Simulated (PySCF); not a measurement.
Compound: cyclopentanone, C5H8O.
Numbering: `[O:1]=[C:2]1[CH2:3][CH2:4][CH2:5][CH2:6]1` (hydrogens: H7, H8 on C3; H9, H10 on C4; H11, H12 on C5; H13, H14 on C6)

The geometry is computed with GFN2-xTB (gas phase).

(1) List the bond lengths, angles and torsions at this level.

## Answers

(1) 
```csv
bond,length (bohr)
O1=C2,2.270
"C2–C3, C2–C6",2.863
"C3–C4, C5–C6",2.884
C4–C5,2.892
C3–H7 and 3 like bonds,2.062
C4–H9 and 3 like bonds,2.060
```

Bonds in one row agree within 0.02 bohr and their mean is given. A selection of angles:
```csv
angle,degrees
O1–C2–C3,125.9
C3–C2–C6,108.1
C2–C3–C4,105.2
C2–C3–H7,107.3
C2–C3–H8,111.3
C4–C3–H7,111.1
C4–C3–H8,114.2
H7–C3–H8,107.6
C3–C4–C5,103.7
C3–C4–H9,112.7
C3–C4–H10,109.9
C5–C4–H9,112.4
C5–C4–H10,109.9
H9–C4–H10,108.3
```

Dihedral angles: O1–C2–C3–C4 168° (antiperiplanar); C2–C3–C4–C5 31° (synclinal); C3–C4–C5–C6 -38° (synclinal); C4–C5–C6–C2 31° (synclinal); O1–C2–C6–C5 168° (antiperiplanar). The mirror-image conformer, all signs reversed, is as good.

The 5-membered ring C2–C3–C4–C5–C6 has internal angles of 103.7° to 108.1°; it is puckered, 0.17 Å rms from its mean plane, widest ring torsion 38°.

Point group: C2 (every atom within 0.08 Å of its image). Whether it is a minimum is left open (no frequencies). The numbers are those of one conformer.
